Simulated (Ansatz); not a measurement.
**CO2, singlet: reading a ladder of total energies**

Geometry: MP2(full)/6-31G*, from the G2/97 set.

```xyz
3

C     0.0000    0.0000    0.0000
O     0.0000    0.0000   -1.1787
O     0.0000    0.0000    1.1787
```

Basis 6-31G* (Cartesian d functions); Ansatz 0.2.0. Only valence electrons are correlated (noble-gas cores frozen), which leaves 16 electrons in 42 orbitals. Prefix R: restricted or restricted open-shell reference.

Full CI isn't at hand for all of this; RCCSDTQ serves as the reference, and is uncertain by about the last step of the cluster series.

Runs differ by some tens of microhartree through their thresholds, so steps under 0.03 kcal/mol mean nothing.

| level | total energy (hartree) |
| --- | --- |
| RHF | -187.628412 |
| RMP2 | -188.107740 |
| RCCSD | -188.102551 |
| RCCSD(T) | -188.121397 |
| RCCSDT | -188.121638 |
| RCCSDT(Q) | -188.123846 |
| RCCSDTQ | -188.123504 |

**Question.** What is the correlation energy at RCCSDTQ, and what share of it do RMP2 and RCCSDT recover?

**Answer.** E(corr) = -188.123504 − (-187.628412) = -0.495092 hartree = -13.472 eV. RMP2: -0.479328 / -0.495092 = 96.82 %. RCCSDT: -0.493226 / -0.495092 = 99.62 %.

**Question.** By how many kcal/mol does RCCSD(T) miss RCCSDTQ (1 hartree = 627.509 kcal/mol), and which steps make up the rest?

**Answer.** -188.121397 − (-188.123504) = 0.002107 hartree = 1.32 kcal/mol. Steps: RCCSDT − RCCSD(T) = -0.15, RCCSDT(Q) − RCCSDT = -1.39, RCCSDTQ − RCCSDT(Q) = 0.21 kcal/mol. Differences between like states or geometries often cancel part of this.
